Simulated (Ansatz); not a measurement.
Candidates: hcp Co, hcp Be, hcp Zn, bcc Rb, fcc Al, hcp Re. Level: PBEsol (Ansatz, a first-principles code, plane waves, PAW).

Ansatz's runs of these crystals have no spin polarisation, but for hcp Co.

Density-functional runs with spin start from parallel moments for hcp Co.

Spin–orbit coupling is left out, also for the solids with elements from indium on (hcp Re); its size isn't shown.

Each level is taken at its own relaxed cell. Ansatz's density-functional and Hartree–Fock values are scalar-relativistic unless marked +SOC, with PAW data made under PBE.

Task: Order them by their Voigt–Reuss–Hill shear modulus at this level, smallest first.

Result: bcc Rb (0.96 GPa), fcc Al (27.0 GPa), hcp Zn (52.2 GPa), hcp Co (122 GPa), hcp Be (165 GPa), hcp Re (189 GPa)
